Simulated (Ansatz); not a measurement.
# B2Si (triplet): from Hartree-Fock to the top rungs, def2-QZVPP

One table from this session's results is given with a row withheld; the runs are named, their logs left out.

Program: Ansatz 0.2.0, Gaussian basis. Level of theory: def2-QZVPP, core rule «outside noble gas», up to 7 orbitals frozen. These are calculated values, not measurements.

The runs, in order: UHF; ROHF; CCSD(T) on UHF.

2 further runs of the same task are left out: 2 set aside as unsound or not needed.

**The system**

The geometry is a PBE0/def2-TZVP stationary point (not a proven minimum).

3 atoms, charge 0, spin multiplicity 3.

Atoms are counted from 1 here; the program's logs count them from 0.

Bond lengths: B1–B2 1.543 Å, B2–Si3 1.871 Å. Angles: B1–B2–Si3 180.0°.

Geometry (Å):

```xyz
3
charge 0, multiplicity 3
B     0.0000    0.0000   -1.6525
B     0.0000    0.0000   -0.1095
Si    0.0000    0.0000    1.7619
```

Set-up of the first run:

File in.yaml:

```yaml
crystal:
  periodic: [false, false, false]
  atoms:
    - {symbol: B, position_ang: [0.000000, 0.000000, -1.652467]}
    - {symbol: B, position_ang: [0.000000, 0.000000, -0.109467]}
    - {symbol: Si, position_ang: [0.000000, 0.000000, 1.761933]}
basis:
  gaussian: {orbitals: "def2-QZVPP.json"}
magnetization: {spin_polarized: true, initial_magnetization: 2}
hamiltonian: {xc: hf}
output: {orbitals: {seedname: orbitals}}
```

Command:

```
$ ansatz run in.yaml --threads 1 --pin off --events-out ev --progress --plain --max-ram 2393MiB
```

Steps of the session up to this table: UHF; ROHF; CCSD(T) on UHF.

One table of the session follows, with a row left open; its other results are not shown here.

| method | from UCCSD(T) (meV) |
| --- | --- |
| ROHF | +8070.6 |
| UHF | +7347.1 |
| UMP2 | ? |
| UCCSD | +495.9 |
| UCCSD(T) | 0 |

Estimate the missing values for UMP2.

As computed: from UCCSD(T) (meV): +1614.5. In the column «from UCCSD(T) (meV)» it lies between UCCSD (+495.9) and UHF (+7347.1).

Limits of these values: The determinant is far from a pure spin state, so its energy mixes those of several spin states (harmless only where they are near-degenerate, as at dissociation). Warnings: spin contamination; coupled cluster took another determinant than the lowest.
